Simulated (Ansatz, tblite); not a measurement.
# The cluster Ga3+: rung by rung

How do method and basis change the picture of the cluster Ga3+ (singlet)?

Computed with Ansatz 0.2.0, Gaussian basis. Level: as each input shows.

Levels to be run: GFN1-xTB, GFN2-xTB, PBE-D4/def2-TZVP, r2SCAN-D4/def2-TZVP, HSE06-D4/def2-TZVP, PBE-QIDH/def2-TZVP, r2SCANh-D4/def2-TZVP, B2PLYP/def2-TZVP, LC-ωPBE/def2-TZVP, PBE-D4/def2-SVP, PBE0-D4/def2-SVP, HF/STO-3G, HF/6-31G, B3LYP-D4/6-31G, CCSD(T)/def2-TZVPP, MP2/def2-TZVP.

1 further run of the same task is left out (it didn't finish). Runs told in other sessions of the task aren't counted.

### Step 1. The geometry

The geometry is that of the singlet, from an earlier relaxation (PBE-D4/def2-TZVP). At that level it is the lowest of the isomers that a small search found.

3 atoms, charge 1, spin multiplicity 1.

Bond lengths: Ga1–Ga2 2.574 Å, Ga1–Ga3 2.574 Å, Ga2–Ga3 2.574 Å. Angles: Ga2–Ga1–Ga3 60.0°, Ga1–Ga2–Ga3 60.0°, Ga1–Ga3–Ga2 60.0°.

The ion is computed in the gas phase, without counter-ions or solvent.

PBE0-D4/def2-TZVP was run before; its log isn't repeated, and its numbers join the tables.

### Step 2. GFN1-xTB

Tight binding, by tblite at 300 K electronic temperature and without a spin-polarisation term:

```python
tblite.interface.Calculator('GFN1-xTB', numbers, positions, charge=1, uhf=0).singlepoint()
```

Energy -95.4373 eV, HOMO -12.08 eV, LUMO -11.11 eV; 0.002 s.

### Step 3. GFN2-xTB

Tight binding, by tblite at 300 K electronic temperature and without a spin-polarisation term:

```python
tblite.interface.Calculator('GFN2-xTB', numbers, positions, charge=1, uhf=0).singlepoint()
```

Energy -83.5603 eV, HOMO -11.34 eV, LUMO -10.93 eV; 0.002 s.

### Step 4. PBE-D4/def2-TZVP

start.molden holds the orbitals of an earlier run on this state, given as this run's starting guess.

The input, in.yaml:

```yaml
crystal:
  periodic: [false, false, false]
  atoms:
    - {symbol: Ga, position_ang: [-1.117107, 0.896176, 0.396360]}
    - {symbol: Ga, position_ang: [1.398252, 0.351958, 0.359462]}
    - {symbol: Ga, position_ang: [-0.281145, -1.248135, -0.755823]}
basis:
  gaussian: {orbitals: def2-TZVP, initial_orbitals: start.molden}
total_charge: 1
hamiltonian: {xc: pbe, dispersion: d4}
scf: {omitted_lower_state_checks: [starts]}
output: {forces: true, orbitals: {seedname: orbitals}}
```

On the command line:

```
$ ansatz run in.yaml --threads 4 --pin off --events-out ev --progress --plain --max-ram 3916MiB
```

The runs that follow: r2SCAN-D4/def2-TZVP; HSE06-D4/def2-TZVP; PBE-QIDH/def2-TZVP; r2SCANh-D4/def2-TZVP; B2PLYP/def2-TZVP; LC-ωPBE/def2-TZVP; PBE-D4/def2-SVP; PBE0-D4/def2-SVP; HF/STO-3G; HF/6-31G; B3LYP-D4/6-31G; CCSD(T)/def2-TZVPP; MP2/def2-TZVP.

Q: Predict the results of all the runs planned. Wanted: gap in def2-TZVP, named functionals, smallest and largest; correlation energy, CCSD(T)/def2-TZVPP; correlation energy, MP2/def2-TZVP; PBE0 total energy, smallest basis above largest.

As calculated:

```
                                                 quantity                                   value
gap in def2-TZVP, named functionals, smallest and largest  0.09 eV (r2SCAN-D4), 5.23 eV (LC-ωPBE)
                   correlation energy, CCSD(T)/def2-TZVPP                               -17.30 eV
                        correlation energy, MP2/def2-TZVP                               -16.71 eV
          PBE0 total energy, smallest basis above largest          20.21 eV (def2-SVP, def2-TZVP)
```

Over the named functionals in def2-TZVP the gap runs from 0.09 eV (r2SCAN-D4) to 5.23 eV (LC-ωPBE); exact exchange widens it. PBE-D4 leaves an empty level below a filled one, so this occupation isn't an aufbau state there; left out of the range.
